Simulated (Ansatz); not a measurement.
# CHBSi: the cost of one run

Computed with Ansatz 0.2.0, Gaussian basis. Level: def2-TZVPP, core rule «outside noble gas», up to 7 orbitals frozen.

To be run: UHF; ROHF; CCSD(T) on UHF.

2 further runs of the same task are left out: 2 set aside as unsound or not needed.

### 1 The system

The geometry is a PBE0/def2-TZVP stationary point (not a proven minimum) of the parent state, kept for this charge and spin.

4 atoms, charge 1, spin multiplicity 2.

Atoms are counted from 1 here; the program's logs count them from 0.

Bond lengths: C1–B2 1.338 Å, C1–H4 1.073 Å, B2–Si3 1.848 Å. Angles: B2–C1–H4 180.0°, C1–B2–Si3 180.0°.

### 2 UHF

in.yaml reads:

```yaml
crystal:
  periodic: [false, false, false]
  atoms:
    - {symbol: C, position_ang: [0.000000, 0.000000, 0.862700]}
    - {symbol: B, position_ang: [0.000000, 0.000000, -0.475200]}
    - {symbol: Si, position_ang: [0.000000, 0.000000, -2.322700]}
    - {symbol: H, position_ang: [0.000000, 0.000000, 1.935200]}
basis:
  gaussian: {orbitals: def2-TZVPP}
total_charge: 1
magnetization: {spin_polarized: true, initial_magnetization: 1}
hamiltonian: {xc: hf}
output: {orbitals: {seedname: orbitals}}
```

Run with:

```bash
$ ansatz run in.yaml --threads 1 --pin off --events-out ev --progress --plain --max-ram 4096MiB --backend cpu
```

Q: Estimate wall time and peak memory on 1 thread of AMD EPYC 7R13, shared host.

About 16 s, with a peak of 0.27 GiB.
